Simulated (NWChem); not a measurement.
# HF (hydrogen fluoride) at M06-D3(0)/def2-SVP (density fitting with ahlrichs coulomb fitting)

We compute a geometry optimisation of HF (hydrogen fluoride). 

The calculation is run with NWChem 7.3.0.

4 further runs of the same task are left out: 4 set aside as unsound or not needed.

## 1. Starting point

The species is HF (2 atoms), meant as a singlet with charge 0. SMILES: `F`. Geometry: relaxed at PBE0-D4/def2-TZVP. The run starts from this shape.

Bond lengths: F1–H2 0.920 Å.

## 2. A structure relaxation at M06-D3(0)/def2-SVP (density fitting with ahlrichs coulomb fitting)

mymol.nw

```
start mymol
title "FH"
memory total 2200 mb

geometry noautosym
 zmatrix
   F
   H 1 r2
 variables
   r2 0.919961
 end
end

basis spherical
 * library def2-SVP
end

basis "cd basis" spherical
 * library "ahlrichs coulomb fitting"
end

dft
 xc m06
 disp vdw 3
 grid coarse
 convergence energy 1e-08
 mulliken
 print low
end

driver
 maxiter 60
end

task dft optimize
```

On the command line:

```sh
nwchem mymol.nw > mymol.out
```

Output:

```text
[...]
 d= 0,ls=0.0,diis     1   -100.2998487020 -1.05D+02  2.53D-02  2.88D-01     0.2
[...]
         Total DFT energy =     -100.325931356402
[...]
@    0    -100.32593136  0.0D+00  0.00269  0.00269  0.00000  0.00000      0.7
[...]
         Total DFT energy =     -100.325932107617
[...]
@    1    -100.32593211 -7.5D-07  0.00254  0.00254  0.00233  0.00404      1.3
[...]
         Total DFT energy =     -100.325937026033
[...]
         Total DFT energy =   -100.325937026033
[...]
@    2    -100.32593703 -4.9D-06  0.00002  0.00002  0.00113  0.00196      1.9
[...]
 d= 0,ls=0.0,diis     2   -100.3259370264 -9.14D-11  2.89D-07  9.03D-11     2.1
         Total DFT energy =     -100.325937026373
      One electron energy =     -150.609782494321
           Coulomb energy =       55.929706434065
    Exchange-Corr. energy =      -10.835343587623
 Nuclear repulsion energy =        5.189482627562
    Dispersion correction =       -0.000000006056
[...]
      Total Density - Mulliken Population Analysis
     ---------------------------------------------
    Atom       Charge   Shell Charges
 -----------   ------   -------------------------------------------------------
    1 F    9     9.25   1.99  1.12  0.76  3.36  2.01  0.01
    2 H    1     0.75   0.63  0.03  0.09
[...]
         Total DFT energy =   -100.325937026373
[...]
                         DFT ENERGY GRADIENTS
    atom               coordinates                        gradient
                 x          y          z           x          y          z
   1 F       0.000000   0.000000  -0.171749   -0.000000  -0.000000   0.000000
   2 H       0.000000   0.000000   1.562528    0.000000   0.000000  -0.000000
[...]
@    3    -100.32593703 -3.4D-10  0.00000  0.00000  0.00001  0.00002      2.2
[...]
      Optimization converged
[...]
@    3    -100.32593703 -3.4D-10  0.00000  0.00000  0.00001  0.00002      2.2
[...]
```

Wall time 2.9 s (1 thread of Intel Xeon Platinum 8175M at 2.50GHz (Skylake/Cascade Lake), shared host); peak memory 0.15 GiB.

Steps, from the record of the run:

```
step  energy from the first frame kept (eV)
   0                                 0.0000
   1                                 0.0000
   2                                -0.0002
   3                                -0.0002
```

After the run. Bond lengths: F1–H2 0.918 Å.

## 3. What came out

Level: M06-D3(0)/def2-SVP (density fitting with ahlrichs coulomb fitting).

| quantity | value |
| --- | --- |
| total energy at the end | -100.32594 Eh |
| bond length | 0.918 Å |
| dispersion energy | 0.00 kJ/mol |

At the final geometry: Bond lengths: F1–H2 0.918 Å. The optimisation took 4 steps and changed the energy by -0.000 eV.
